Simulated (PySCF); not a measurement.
Gas-phase reaction: 4 Al(CH3)3 = 4 AlH3 + C6H6 + 3 C2H6

Computed with PySCF and rigid-rotor harmonic-oscillator thermochemistry at 1 bar. † marks an energy on the PBE0/def2-TZVP geometry and frequencies; other levels use their own. MP2 freezes the core. 6-31G* has spherical d functions here. All species are closed-shell singlets. B3LYP is the form with VWN-RPA correlation. AlH3: computed as isolated molecules; such fragments, hydroxides, amides, oligomers or adducts are transient or little studied in the gas. MP2 isn't extrapolated to the basis-set limit.

```tsv
level	ΔH°(298 K), kJ
B3LYP/6-31G*	454
B3LYP/def2-TZVP†	514
BLYP/def2-TZVP†	487
HF/def2-TZVP†	[?]
M06-2X/def2-TZVP†	[?]
MP2/def2-SVP†	475
PBE0/def2-SVP†	552
PBE0/def2-TZVP	[?]
ωB97M-V/def2-TZVP†	[?]
ωB97X-V/def2-TZVP†	576
```

Fill in the missing entries.


- HF/def2-TZVP†, ΔH°(298 K), kJ: 406
- M06-2X/def2-TZVP†, ΔH°(298 K), kJ: 662
- PBE0/def2-TZVP, ΔH°(298 K), kJ: 592
- ωB97M-V/def2-TZVP†, ΔH°(298 K), kJ: 597
